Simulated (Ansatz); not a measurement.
Reaction (SMILES): [H][H] (H2) -> 2 H atom (the H-H bond breaks)

Quantity: bond dissociation energy (enthalpy at 298 K), in kcal/mol. Terms: six Cartesian d functions in 6-31G* and its kin unless marked 5d; spin-orbit terms left out; non-relativistic; LANL2DZ all-electron up to Ne; frozen cores in correlated levels; UHF or UKS for open shells. CBS(X,Y): correlation extrapolated as X^-3; Hartree-Fock from the larger set (for Q and 5 zeta extrapolated as (X+1)exp(-9√X)). First-principles rows: single points at B3LYP-D3(BJ) geometries (Ansatz, a quantum-chemistry and plane-wave program), with unscaled harmonic terms from B3LYP/6-31G* at its own minima.

Measured values: Active Thermochemical Tables 1.112 (ions: stationary electron), as tabulated in the package chemicals; they hold spin-orbit and core effects, anharmonicity. 

Value to compare with, the measured value: 104.2 kcal/mol.

| level | program | bond dissociation energy (enthalpy at 298 K) (kcal/mol) | error |
|---|---|---|---|
| B3LYP/STO-3G | Ansatz | 139.0 | 34.8 |
| B3LYP/3-21G | Ansatz | 105.0 | 0.8 |
| B3LYP/LANL2DZ | Ansatz | 105.3 | 1.1 |
| B3LYP/6-31G* | Ansatz | 104.3 | 0.1 |
| B3LYP/6-31G** | Ansatz | 106.2 | 2.0 |
| B3LYP/def2-SVP | Ansatz | 101.9 | -2.3 |
| B3LYP/cc-pVDZ | Ansatz | 101.7 | -2.5 |
| B3LYP/6-311+G** | Ansatz | 104.5 | 0.3 |
| B3LYP/def2-TZVPD | Ansatz | 104.6 | 0.4 |
| CCSD(T)/CBS(cc-pVQZ,cc-pV5Z) | Ansatz | 104.0 | -0.2 |

Among the 8 habitual levels, B3LYP/STO-3G lies farthest from the measured value (34.8 kcal/mol); 6 of 8 lie above it, and their mean absolute error is 5.5 kcal/mol, the median 1.6. One case shows no general order.

The sets are all those run for this method; runs whose electronic state is in doubt are left out.
